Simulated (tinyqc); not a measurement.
Hueckel theory of the pi electrons, for the molecule c1cnc[cH-]1 (SMILES; centres numbered as the heavy atoms are written), step by step. One step of it, computed by the program tinyqc.

Question. Orbitals. Diagonalise; E = alpha + x beta with beta < 0, so the largest x are filled first; degenerate levels share their electrons. P = sum n_i c_ri c_si; each orbital has its largest coefficient positive (the first on a tie).

Hueckel matrix in units of beta (H = alpha + beta A), lower triangle:
```
          1C        2C        3N        4C        5C
1C  0.000000
2C  1.000000  0.000000
3N  0.000000  0.940000  0.450000
4C  0.000000  0.000000  0.940000  0.000000
5C  1.000000  0.000000  0.000000  1.000000  0.000000
```

pi electrons, sum of z_r less the charge = 6

Give: x values; occupations; coefficients; charge and bond-order matrix P.

Answer.

x values: 2.0527  0.7808  0.6180  -1.3834  -1.6180

occupations: 2.0000  2.0000  2.0000  0.0000  0.0000

coefficients:
```
       MO1      MO2      MO3      MO4      MO5
1C  0.4174  -0.5235   0.3717   0.2274   0.6015
2C  0.4393   0.1148   0.6015  -0.5420  -0.3717
3N  0.5154   0.6523   0.0000   0.5558   0.0000
4C  0.4393   0.1148  -0.6015  -0.5420   0.3717
5C  0.4174  -0.5235  -0.3717   0.2274  -0.6015
```

charge and bond-order matrix P, lower triangle:
```
         1C       2C       3N      4C      5C
1C   1.1730
2C   0.6938   1.1360
3N  -0.2528   0.6026   1.3821
4C  -0.2007  -0.3112   0.6026  1.1360
5C   0.6202  -0.2007  -0.2528  0.6938  1.1730
```
